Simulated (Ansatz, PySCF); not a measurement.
Reaction: C3H3N (SMILES C(C#N)=C) → C2H3 (SMILES [CH]=C, doublet) + CN (SMILES [C]#N, doublet) (the C-C bond breaks)
Each species at its own B3LYP-D3(BJ)/def2-TZVP minimum (Ansatz, a quantum-chemistry and plane-wave program).

Total energies in hartree (Ansatz). Open shells are spin-unrestricted; no spin-orbit coupling. Cores are frozen in correlated methods. No relativity. The restricted determinant of C3H3N (C=CC#N, singlet) is unstable towards broken spin symmetry in at least one set run. The UHF reference of C2H3 ([CH]=C, doublet) is spin-contaminated (<S^2> up to 0.19 over the pure value in the sets run). The UHF reference of CN ([C]#N, doublet) is spin-contaminated (<S^2> up to 0.37 over the pure value in the sets run).

```tsv
species	HF/cc-pVTZ	CCSD(T)/cc-pVTZ	HF/cc-pVQZ	CCSD(T)/cc-pVQZ	CCSD(T)/cc-pVDZ	CCSDT(Q)/cc-pVDZ
1: C3H3N (SMILES C=CC#N)	-169.82637	-170.53291	-169.83740	-170.58084	-170.37013	-170.37296
2: C2H3 (SMILES [CH]=C, doublet)	-77.41972	-77.75200	-77.42479	-77.77372	-77.67385	-77.67568
3: CN (SMILES [C]#N, doublet)	-92.23520	-92.56541	-92.24165	-92.58980	-92.48814	-92.49250
```

Task: Work out the bond dissociation energy (enthalpy at 298 K, ideal-gas terms from PySCF's Hessians at B3LYP-D3(BJ)/def2-TZVP) in kcal/mol: take Hartree-Fock from cc-pVQZ, extrapolate the CCSD(T) correlation energy as X^-3 (X = 3, 4), and add CCSDT(Q) - CCSD(T) in cc-pVDZ. The further terms named in the bracket sum to -0.00713 hartree. 1 hartree = 627.51 kcal/mol.

Result: 
Species 1: correlation (64·(-0.74344) - 27·(-0.70654))/37 = -0.77037; step -0.00283; E1 = -169.83740 + (-0.77037) + (-0.00283) = -170.61060
Species 2: correlation (64·(-0.34893) - 27·(-0.33228))/37 = -0.36108; step -0.00183; E2 = -77.42479 + (-0.36108) + (-0.00183) = -77.78770
Species 3: correlation (64·(-0.34815) - 27·(-0.33021))/37 = -0.36124; step -0.00436; E3 = -92.24165 + (-0.36124) + (-0.00436) = -92.60725
-1·E1 +1·E2 +1·E3 -0.00713 = 0.20852 hartree = 130.8 kcal/mol. From measured enthalpies of formation at 298 K: 133.3 kcal/mol (G2/97 table in ASE (Curtiss et al.)). The calculations leave out spin-orbit terms. The composite differs from it by -2.5 kcal/mol; core, relativistic and spin-orbit terms are not in it.
